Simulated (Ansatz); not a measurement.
**[PO3]− (metaphosphate (po31-) (8ci,9ci)) at CCSD(T)/STO-3G**

Aim: the vertical ionisation energy of [PO3]− (metaphosphate (po31-) (8ci,9ci)) at CCSD(T)/STO-3G, from 2 runs. 

The results are computed with Ansatz 0.2.0.

10 further runs of the same task are left out: 9 that didn't finish, 1 set aside as unsound or not needed.

### Step 1. The system as given

[PO3]−: 4 atoms, total charge -1, spin state singlet. SMILES: `O=P(=O)[O-]`. The shape is that of a GFN2-xTB optimisation.

Bond lengths: O1–P2 1.482 Å, P2–O3 1.482 Å, P2–O4 1.482 Å. Angles: O1–P2–O3 120.0°, O1–P2–O4 120.0°, O3–P2–O4 120.0°.

### Step 2. The energy at CCSD(T)/STO-3G

molecule.yaml reads:

```yaml
crystal:
  periodic: [false, false, false]
  atoms:
    - symbol: O
      position_ang: [0.579960, -0.419440, -1.297400]
    - symbol: P
      position_ang: [0.000330, 0.000460, -0.000130]
    - symbol: O
      position_ang: [-1.057020, 1.037780, 0.038020]
    - symbol: O
      position_ang: [0.476740, -0.618790, 1.259510]
basis:
  gaussian:
    orbitals: STO-3G
correlation:
  method: ccsd_t
  frozen_orbitals: {O: 1, P: 5}
total_charge: -1
scf:
  omitted_lower_state_checks: [cluster_reference, increment]
accuracy: high
```

Command:

```console
$ ansatz run molecule.yaml --threads 1 --pin off --max-ram 2610MiB --events-out events.jsonl --progress --plain --runs-dir runs
```

Output (excerpt; [...] marks lines left out):

```text
Warning: RAYON_NUM_THREADS=1 ignored (pool sized by the plan → 1); use --threads N
Functional definition: HF
  name "HF"
[...]
463 factors; integrals over basis functions are off by at most 2.3e-8 eV
[...]
mean field -15186.53702320 eV, -558.0949417981 hartree, gradient 9.1e-8 eV, S^2 0.000000; 0 other end points of the search recorded, 0 dependent functions left out
8 core orbitals not correlated: weight in the atoms' cores, before any rotation towards them, 1.000 or more for the frozen orbitals, at most 0.000 for the correlated occupied ones
reference -15186.53702320 eV, -558.0949417981 hartree; 12, 12 occupied and 4, 4 virtual orbitals, 463 factors
second order -4.94863313 eV of doubles, -0.00000000 eV of singles
cycle   1  -4.55463912 eV  change    3.9e-1 eV  update   1.5e-1
[...]
cycle  20  -5.06729338 eV  change  -1.5e-10 eV  update  9.8e-10
perturbative correction -0.60375128 eV, -0.0221874503 hartree
Total energy: -15192.20806786 eV, -558.3033488455 hartree
Checks for a lower state left out: cluster_reference, increment
```

It took 0.3 s on 1 thread of Arm Neoverse V1, shared host.

### Step 3. Doublet neutral PO3 at the same level

job.yaml reads:

```yaml
crystal:
  periodic: [false, false, false]
  atoms:
    - symbol: O
      position_ang: [0.579960, -0.419440, -1.297400]
    - symbol: P
      position_ang: [0.000330, 0.000460, -0.000130]
    - symbol: O
      position_ang: [-1.057020, 1.037780, 0.038020]
    - symbol: O
      position_ang: [0.476740, -0.618790, 1.259510]
basis:
  gaussian: {orbitals: STO-3G}
total_charge: 0
magnetization: {spin_polarized: true, initial_magnetization: 1}
correlation: {method: ccsd_t, frozen_orbitals: {O: 1, P: 5}}
accuracy: high
scf: {omitted_lower_state_checks: [cluster_reference, increment]}
```

Command:

```console
$ ansatz run job.yaml --threads 1 --pin off --max-ram 2610MiB --events-out events.jsonl --progress --plain --runs-dir runs
```

Output (excerpt; [...] marks lines left out):

```text
Warning: RAYON_NUM_THREADS=1 ignored (pool sized by the plan → 1); use --threads N
[... 2 set-up lines as earlier in the session ...]
[...]
463 factors; integrals over basis functions are off by at most 2.3e-8 eV
[...]
mean field -15190.70633314 eV, -558.2481611121 hartree, gradient 1.5e-8 eV, S^2 1.494943; 11 other end points of the search recorded, 0 dependent functions left out
8 core orbitals not correlated: weight in the atoms' cores, before any rotation towards them, 1.000 or more for the frozen orbitals, at most 0.000 for the correlated occupied ones
reference -15190.70633314 eV, -558.2481611121 hartree; 12, 11 occupied and 4, 5 virtual orbitals, 463 factors
second order -2.84129435 eV of doubles, -0.00000000 eV of singles
cycle   1  -3.29633766 eV  change   -4.6e-1 eV  update   1.1e-1
[...]
cycle  48  -4.33276375 eV  change  -8.4e-10 eV  update  3.3e-10
perturbative correction -0.26501967 eV, -0.0097392933 hartree
Total energy: -15195.30411655 eV, -558.4171265363 hartree
Checks for a lower state left out: cluster_reference, increment
```

Run time: 2.2 s. Hardware: 1 thread of Arm Neoverse V1, shared host.

### Step 4. Outcome

Level: CCSD(T)/STO-3G, 8 core orbitals frozen.

| quantity | value |
| --- | --- |
| singlet [PO3]−: total energy | -558.30335 Eh |
| singlet [PO3]−: correlation energy (8 core orbitals frozen) | -208.4 mEh |
| singlet [PO3]−: (T) correction | -22.19 mEh |
| singlet [PO3]−: T1 diagnostic | 0.022 |
| doublet neutral PO3: total energy | -558.41713 Eh |
| doublet neutral PO3: correlation energy (8 core orbitals frozen) | -169.0 mEh |
| doublet neutral PO3: (T) correction | -9.74 mEh |
| doublet neutral PO3: ⟨S²⟩ of the reference determinant | 1.495 |
| doublet neutral PO3: T1 diagnostic | 0.056 |
| vertical detachment energy (to the doublet neutral) | -3.096 eV |

**Reading.** The species is unbound against losing an electron at this level, by 3.10 eV (−71 kcal/mol); missing correlation or diffuse functions can give that sign where the real anion is bound. In a minimal basis such a difference can be off by several eV, whatever the method. The T1 diagnostic (singlet [PO3]−) of 0.022 is above the customary mark for such species, so a single reference may not serve. The triples (singlet [PO3]−) make up 10.6 % of the correlation energy. ⟨S²⟩ (doublet neutral PO3) is 1.49 where a pure doublet has 0.75: the reference is spin-contaminated. The T1 diagnostic (doublet neutral PO3) of 0.056 is above the customary mark for such species, so a single reference may not serve.
